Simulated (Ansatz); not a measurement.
## H₃O₂P, SMILES OPO: the energy of protonation at one site

Run with Ansatz's Python interface.

The script, `pa_h3o2p.py`:
```python
"""Proton affinity of H3O2P at one site."""

import ansatz as az
from ase import Atoms
import numpy as np

config = {
    "basis": "def2-SVP",
    "functional": "B3LYP",
    "net_charge": 1,
    "force_tol": 0.01,
}


def main() -> None:
    atoms = Atoms(["O", "P", "O", "H", "H", "H"], positions=[
        (-0.5918, -0.7862, -0.3987),
        (0.4033, 0.4808, -0.4977),
        (1.0916, 0.1362, 0.8885),
        (-1.1105, -0.7656, -1.2326),
        (-0.4379, 1.5236, -0.0658),
        (0.6873, -0.6529, 1.2601),
    ])
    h3o2p = az.Crystal.molecule_from_ase(atoms)

    model = (
        h3o2p.calculation()
        .basis(gaussian=config["basis"])
        .functional(config["functional"])
    )
    symbols = [site.symbol for site in h3o2p.cartesian_sites]
    start = np.array([site.position_ang for site in h3o2p.cartesian_sites], dtype=float)
    summary = model.relax(force_tolerance=0.01).run().report
    end = np.array(summary["positions_ang"])

    # put the proton on the side away from the neighbours, slightly off axis
    away = sum((end[0] - end[j]) / np.linalg.norm(end[0] - end[j]) for j in [1, 3]) + np.array([0.15, 0.1, -0.2])
    proton = end[0] + 1.0 * away / np.linalg.norm(away)
    acid = az.Crystal.molecule()
    for symbol, place in zip(symbols, end):
        acid = acid.atom(symbol, place.tolist())
    acid = acid.atom("H", proton.tolist())
    protonated = (
        acid.calculation()
        .basis(gaussian=config["basis"])
        .functional(config["functional"])
        .charge(config["net_charge"])
        .relax(force_tolerance=config["force_tol"], max_steps=80)
    )
    after = protonated.run().report
    xyz = np.array(after["positions_ang"])
    reach = np.linalg.norm(xyz[:-1] - xyz[-1], axis=1)
    print(f"base {summary['free_energy_ev']:.5f} eV, protonated {after['free_energy_ev']:.5f} eV")
    print(f"the proton ends {reach.min():.3f} A from {symbols[reach.argmin()]}{reach.argmin()}")
    print(f"electronic proton affinity {96.485332 * (summary['free_energy_ev'] - after['free_energy_ev']):.1f} kJ/mol")


if __name__ == "__main__":
    main()
```

```console
$ python pa_h3o2p.py
base -13426.43678 eV, protonated -13434.77494 eV
the proton ends 0.977 A from O0
electronic proton affinity 804.5 kJ/mol
```

Caveats:
- Total energies depend on the basis set; only differences at equal settings carry meaning.
- The proton is put on one chosen atom, which needn't be the most basic site, so the molecule's proton affinity can be higher; the ends are stationary points, not checked by frequencies, and zero-point and thermal terms count only where printed.
- b3lyp holds the VWN-RPA fit, as in Gaussian; the form of ORCA and Turbomole is b3lyp5.
- Finished in 39 s on 1 thread of Arm Neoverse V1 (shared host), peak memory 0.19 GiB.
